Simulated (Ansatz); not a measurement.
Input file for FH$_{4}$PSi, SMILES `F[SiH2]P`:

```yaml
crystal:
  periodic: [false, false, false]
  atoms:
    - {symbol: F, position_ang: [-2.086549, -0.130225, 0.202391]}
    - {symbol: Si, position_ang: [-0.623211, -0.187767, -0.448290]}
    - {symbol: P, position_ang: [0.891218, -0.211684, 1.207817]}
    - {symbol: H, position_ang: [-0.503981, -1.452887, -1.214880]}
    - {symbol: H, position_ang: [-0.508859, 0.976286, -1.360777]}
    - {symbol: H, position_ang: [0.943424, 1.204239, 1.310722]}
    - {symbol: H, position_ang: [1.949258, -0.265960, 0.257417]}
basis:
  gaussian: {orbitals: def2-TZVPP}
correlation: {method: ccsd_t}
output: {orbitals: {seedname: orbitals}}
```

```sh
$ ansatz run in.yaml --threads 2 --pin off --events-out ev --progress --plain --max-ram 4352MiB
```

Output of Ansatz, abridged:

```
Functional definition: HF
997 factors; integrals over basis functions are off by at most 9.2e-4 eV
mean field evaluation 1: about -19904.8764 eV, gradient 2.8e1 eV
mean field evaluation 2: about -19905.1080 eV, gradient 2.8e1 eV
mean field evaluation 4: about -19907.0125 eV, gradient 2.8e0 eV
mean field evaluation 8: about -19907.0668 eV, gradient 2.0e-1 eV
mean field evaluation 16: about -19907.0671 eV, gradient 1.1e-6 eV
mean field -19907.06709489 eV, -731.5712222427 hartree, gradient 1.1e-6 eV, S^2 0.000000; 0 other end points of the search recorded, 0 dependent functions left out
11 core orbitals not correlated: weight in the atoms' cores, before any rotation towards them, 1.000 or more for the frozen orbitals, at most 0.000 for the correlated occupied ones
reference -19907.06709489 eV, -731.5712222427 hartree; 10, 10 occupied and 150, 150 virtual orbitals, 997 factors
second order -14.49495311 eV of doubles, -0.00000000 eV of singles
cycle   1  -15.08290807 eV  change   -5.9e-1 eV  update   8.9e-2
cycle   2  -15.47798448 eV  change   -4.0e-1 eV  update   2.8e-2
cycle   3  -15.56242000 eV  change   -8.4e-2 eV  update   1.4e-2
cycle   4  -15.55444544 eV  change    8.0e-3 eV  update   3.2e-3
cycle   5  -15.55290422 eV  change    1.5e-3 eV  update   1.3e-3
cycle   6  -15.55299005 eV  change   -8.6e-5 eV  update   4.0e-4
cycle   7  -15.55275152 eV  change    2.4e-4 eV  update   1.5e-4
cycle   8  -15.55272697 eV  change    2.5e-5 eV  update   4.8e-5
cycle   9  -15.55275227 eV  change   -2.5e-5 eV  update   1.9e-5
cycle  10  -15.55275092 eV  change    1.4e-6 eV  update   6.4e-6
perturbative correction -0.51901802 eV, -0.0190735603 hartree
Total energy: -19923.13886383 eV, -732.1618488572 hartree
```

Hardware: 2 threads of an Arm Neoverse V1 on a shared host. Wall time 29 s, peak host memory 1.4 GiB.

The correlation energy is -16.072 eV, 3.2 % of it from (T); the T1 diagnostic reads 0.0129.
